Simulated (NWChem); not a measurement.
diphosphorus (P₂); SMILES P#P

```xyz
2

P      0.0000     0.0000     0.9521
P      0.0000     0.0000    -0.9521
```
Atoms are numbered in this order, from 1.

All runs: NWChem. Medium grid unless said otherwise, to which SCAN and Minnesota functionals are sensitive. Coordinates come from a B3LYP/6-31G* (spherical d) optimisation.

### Question
Order these by “highest occupied level (eV)”, lowest first: Hartree-Fock/def2-SVP; PW6B95/def2-SVP; B3LYP/def2-SVP; M06-2X/def2-SVP; PBE/def2-SVP.

### Answer
Hartree-Fock/def2-SVP (-10.02), M06-2X/def2-SVP (-8.91), PW6B95/def2-SVP (-8.02), B3LYP/def2-SVP (-7.70), PBE/def2-SVP (-7.03)
